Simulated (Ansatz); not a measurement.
System: α-phase Ga. Method: PBE (Ansatz, a program for electronic structure, plane waves, PAW).

Settings: plane-wave cutoff 520 eV, 14×14×12 k mesh (along the axes of the cell as run), Fermi–Dirac smearing 0.05 eV, scalar-relativistic PAW data made under PBE.

Shape and atoms are relaxed at each volume.

Pressure at four volumes; x = ln(V/20.293 Å³). One pressure is withheld.

```
V (Å³/atom)        x  P (GPa)
-----------  -------  -------
19.481       -0.0408        ?
19.887       -0.0202     1.04
20.293        0.0000     0.01
21.104        0.0392    -1.70
```

Problem. Pass a parabola P(x) through the three rows shown, estimate the bulk modulus and its pressure derivative near zero pressure, and predict the withheld pressure.

Solution. Slopes between the rows: (0.01 − (1.04))/(0.0000 − (-0.0202)) = -50.99 and (-1.70 − (0.01))/(0.0392 − (0.0000)) = -43.62 GPa. Their difference over the span 0.0594 is c = 7.37/0.0594 = 124.1 GPa, so P(x) = 1.04 + (-50.99)(x − (-0.0202)) + 124.1 (x − (-0.0202))(x − (0.0000)). At the middle row B = −dP/dx = −[-50.99 + 124.1 × 0.0202] = 48.5 GPa, and B′ = dB/dP = 2c/B = 5.1. At x = -0.0408 the parabola gives 2.19 GPa; the run gives 2.22 GPa. The Birch–Murnaghan fit to the energies at all volumes has B0 = 48.4 GPa and B′ = 5.5.
